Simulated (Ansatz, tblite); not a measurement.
# The cluster Pd₄+: rung by rung

Aim: run the doublet of the cluster Pd₄+ at one geometry on many levels, and compare frontier levels, spin and run time.

Program: Ansatz 0.2.0, Gaussian basis. Level of theory: as each input shows. These are calculated values, not measurements.

Levels to be run: GFN1-xTB, GFN2-xTB, PBE-D4/def2-TZVP, r2SCAN-D4/def2-TZVP, BHLYP-D4/def2-TZVP, B3LYP-D4/def2-TZVP, r2SCAN0-D4/def2-TZVP, LC-ωPBE/def2-TZVP, LDA/def2-TZVP, HSE06-D4/def2-TZVP, BLYP-D4/def2-TZVP, B2PLYP/def2-TZVP, CAM-B3LYP-D4/def2-TZVP, revPBE-D4/def2-TZVP, B97M-V/def2-TZVP, PBE+5HF/def2-TZVP, PBE+10HF/def2-TZVP, PBE+15HF/def2-TZVP, PBE+35HF/def2-TZVP, PBE+50HF/def2-TZVP, PBE-D4/def2-SVP, PBE0-D4/def2-SVP, MP2/def2-TZVP, RPA/def2-TZVP.

8 further runs of the same task are left out: 3 that didn't finish, 5 set aside as unsound or not needed.

### Step 1. The structure

The doublet was relaxed beforehand with B3LYP-D4/def2-SVP. At that level it is the lowest of the isomers that a small search found.

4 atoms, charge 1, spin multiplicity 2.

Bond lengths: Pd1–Pd2 2.598 Å, Pd1–Pd3 2.599 Å, Pd1–Pd4 2.598 Å, Pd2–Pd3 2.599 Å, Pd2–Pd4 2.598 Å, Pd3–Pd4 2.599 Å. Angles: Pd2–Pd1–Pd3 60.0°, Pd2–Pd1–Pd4 60.0°, Pd3–Pd1–Pd4 60.0°, Pd1–Pd2–Pd3 60.0°, Pd1–Pd2–Pd4 60.0°, Pd3–Pd2–Pd4 60.0°, Pd1–Pd3–Pd2 60.0°, Pd1–Pd3–Pd4 60.0°, Pd2–Pd3–Pd4 60.0°, Pd1–Pd4–Pd2 60.0°, Pd1–Pd4–Pd3 60.0°, Pd2–Pd4–Pd3 60.0°.

Pd takes a core potential in the def2 sets. No spin-orbit coupling is included. The ion is computed in the gas phase, without counter-ions or solvent.

PBE0-D4/def2-TZVP was run before; its log isn't repeated, and its numbers join the tables.

### Step 2. GFN1-xTB

Tight binding, by tblite at 300 K electronic temperature and without a spin-polarisation term:

```python
tblite.interface.Calculator('GFN1-xTB', numbers, positions, charge=1, uhf=1).singlepoint()
```

Energy -470.7102 eV; 0.014 s.

### Step 3. GFN2-xTB

Tight binding, by tblite at 300 K electronic temperature and without a spin-polarisation term:

```python
tblite.interface.Calculator('GFN2-xTB', numbers, positions, charge=1, uhf=1).singlepoint()
```

Energy -481.0858 eV; 0.013 s.

### Step 4. PBE-D4/def2-TZVP

start.molden holds the orbitals of an earlier run on this state, given as this run's starting guess.

Contents of in.yaml:

```yaml
crystal:
  periodic: [false, false, false]
  atoms:
    - {symbol: Pd, position_ang: [-1.053291, 0.459794, -1.100074]}
    - {symbol: Pd, position_ang: [1.031974, 1.179961, 0.271670]}
    - {symbol: Pd, position_ang: [-0.764118, -0.358130, 1.349552]}
    - {symbol: Pd, position_ang: [0.785435, -1.281625, -0.521148]}
basis:
  gaussian: {orbitals: def2-TZVP, initial_orbitals: start.molden}
total_charge: 1
magnetization: {spin_polarized: true, initial_magnetization: 1}
hamiltonian: {xc: pbe, dispersion: d4}
scf: {omitted_lower_state_checks: [starts]}
output: {orbitals: {seedname: orbitals}}
```

Launch:

```sh
> ansatz run in.yaml --threads 2 --pin off --events-out ev --progress --plain --max-ram 4352MiB
```

Further steps of the session: r2SCAN-D4/def2-TZVP; BHLYP-D4/def2-TZVP; B3LYP-D4/def2-TZVP; r2SCAN0-D4/def2-TZVP; LC-ωPBE/def2-TZVP; LDA/def2-TZVP; HSE06-D4/def2-TZVP; BLYP-D4/def2-TZVP; B2PLYP/def2-TZVP; CAM-B3LYP-D4/def2-TZVP; revPBE-D4/def2-TZVP; B97M-V/def2-TZVP; PBE+5HF/def2-TZVP; PBE+10HF/def2-TZVP; PBE+15HF/def2-TZVP; PBE+35HF/def2-TZVP; PBE+50HF/def2-TZVP; PBE-D4/def2-SVP; PBE0-D4/def2-SVP; MP2/def2-TZVP; RPA/def2-TZVP.

Before running them: what should the planned runs give, taken together? Wanted: gap in def2-TZVP, named functionals, smallest and largest; gap over the share of exact exchange; correlation energy, MP2/def2-TZVP; ⟨S²⟩ in def2-TZVP, named functionals, smallest and largest; PBE0 total energy, smallest basis above largest.

As calculated:

| quantity | value |
| --- | --- |
| gap in def2-TZVP, named functionals, smallest and largest | 0.28 eV (LDA), 7.44 eV (LC-ωPBE) |
| gap over the share of exact exchange | 0.42 eV at 0, 5.13 eV at 0.5 |
| correlation energy, MP2/def2-TZVP | -50.50 eV |
| ⟨S²⟩ in def2-TZVP, named functionals, smallest and largest | 1.753, 1.809 |
| PBE0 total energy, smallest basis above largest | 3.64 eV (def2-SVP, def2-TZVP) |

Over the named functionals in def2-TZVP the gap runs from 0.28 eV (LDA) to 7.44 eV (LC-ωPBE); exact exchange widens it. Raising the share of exact exchange from 0 to 0.5 moves the HOMO by -1.94 eV and the LUMO by +2.77 eV. Over the named functionals in def2-TZVP spin contamination reaches 1.06 (BHLYP-D4), and every level is far from pure, so all describe a mixture with higher spin.
